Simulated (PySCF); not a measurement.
**Isomers of C3H5N: computed energies against enthalpies of formation**

**Measured values to compare with.**

CRC Handbook of Chemistry and Physics lists, for the gas at 298.15 K: enthalpy of formation of `CCC#N` (ethyl cyanide) 51.7 kJ/mol; enthalpy of formation of `[C-]#[N+]CC` (ethyl isocyanide) 141.7 kJ/mol.

The results are set against them at the end.

Differences of these values give the isomerisation enthalpies. Geometries: PBE0-D3(BJ)/def2-TZVP; runs in PySCF, gas phase, with a dispersion term only where the level names one. Total electronic energies (Eh):

```
     SMILES  PBE0-D3(BJ)/def2-TZVP  B97-2/pcSseg-2  KT3/pcSseg-2  PBE0/pcSseg-2
      CCC#N             -171.92385      -172.06760    -174.86249     -171.91985
[C-]#[N+]CC             -171.88875      -172.03230    -174.82726     -171.88453
```

Geometry of `CCC#N` (Å):
```
atom  x, y, z in Å
C1    -0.9768   -0.2717    0.0598
C2     0.3175    0.4459   -0.3098
C3     1.4830   -0.1418    0.3320
N4     2.3922   -0.6201    0.8478
H5    -1.1504   -0.2327    1.1356
H6    -0.9396   -1.3200   -0.2389
H7    -1.8197    0.2018   -0.4448
H8     0.2712    1.5006   -0.0241
H9     0.4796    0.4204   -1.3912
```

Geometry of `[C-]#[N+]CC` (Å):
```
atom  x, y, z in Å
C1     2.424   -0.639    0.630
N2     1.453   -0.080    0.314
C3     0.254    0.571   -0.068
C4    -0.918   -0.392   -0.118
H5     0.418    1.035   -1.044
H6     0.065    1.376    0.648
H7    -0.732   -1.188   -0.840
H8    -1.820    0.144   -0.415
H9    -1.087   -0.845    0.859
```

Zero-point and thermal terms are left out, so the computed numbers are electronic energies.

## Comparison

Relative to `CCC#N`, the lowest by measurement, in kJ/mol (measured: enthalpies at 298.15 K; computed: electronic energies):

```csv
SMILES,measured,PBE0-D3(BJ)/def2-TZVP,B97-2/pcSseg-2,KT3/pcSseg-2,PBE0/pcSseg-2
CCC#N,0.0,0.0,0.0,0.0,0.0
[C-]#[N+]CC,90.0,92.2,92.7,92.5,92.7
```

Measured values: 51.7 kJ/mol (298.15 K; CRC Handbook of Chemistry and Physics) for the first row; the others come from the same table. Unsigned miss: PBE0-D3(BJ)/def2-TZVP 2.2, KT3/pcSseg-2 2.5, B97-2/pcSseg-2 2.7, PBE0/pcSseg-2 2.7 kJ/mol. Where a level misses, the cause wasn't examined.
